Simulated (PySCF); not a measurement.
# The first ionisation energy along the second row

All values are computed (PySCF 2.14, energy differences of UHF-based or UKS calculations, no spin-orbit coupling). Values in eV. The last column holds reference values (NIST; (s) semi-empirical, (t) theoretical, else measured). Unmarked ones compare directly (S terms, centres of terms, or small fine structure); those marked * lie between the lowest fine-structure levels and include a spin-orbit shift.

| element | configurations | UHF | MP2 (valence) | SCS-MP2 (valence) | CCSD (valence) | CCSD(T) (valence) | reference |
| --- | --- | --- | --- | --- | --- | --- | --- |
| Li (jorge-DZP-DKH, spin-free X2C) | [He] 2s1 → 1s2 | 5.333 | n/a | n/a | n/a | n/a | 5.392 |
| Be (jorge-DZP-DKH, spin-free X2C) | [He] 2s2 → [He] 2s1 | 8.037 | 8.737 | 8.876 | 9.268 | 9.268 | 9.323 |
| B (jorge-DZP-DKH, spin-free X2C) | [He] 2s2 2p1 → [He] 2s2 | 8.028 | 8.136 | 8.099 | 8.027 | 8.048 | 8.297 |
| C (jorge-DZP-DKH, spin-free X2C) | [He] 2s2 2p2 → [He] 2s2 2p1 | 10.813 | 11.079 | 10.975 | 10.952 | 10.960 | 11.262 |
| N (jorge-DZP-DKH, spin-free X2C) | [He] 2s2 2p3 → [He] 2s2 2p2 | 13.928 | 14.361 | 14.157 | 14.198 | 14.199 | 14.545 |
| O (jorge-DZP-DKH, spin-free X2C) | [He] 2s2 2p4 → [He] 2s2 2p3 | 11.988 | 12.839 | 12.835 | 12.853 | 12.870 | 13.608 |
| F (jorge-DZP-DKH, spin-free X2C) | [He] 2s2 2p5 → [He] 2s2 2p4 | 15.684 | 16.844 | 16.787 | 16.774 | 16.795 | 17.427 |

Q: Which of these methods has the smallest mean absolute error against the measured values here?

A: CCSD(T) (valence), with 0.387 eV.

```
           method  elements  mean error (eV)  mean absolute error (eV)  largest error (eV)
              UHF         7           -0.863                     0.863              -1.743
    MP2 (valence)         6           -0.411                     0.411              -0.769
SCS-MP2 (valence)         6           -0.455                     0.455              -0.773
   CCSD (valence)         6           -0.398                     0.398              -0.756
CCSD(T) (valence)         6           -0.387                     0.387              -0.738
```

Errors include the incompleteness of the basis and the frozen core.

"Valence" correlates the outer s and p shells and, in groups 3 to 12 and the f block, the outer d or f shell, open or full, or the next shell where the ion has no valence electron left; the wider scheme adds the next inner shell.
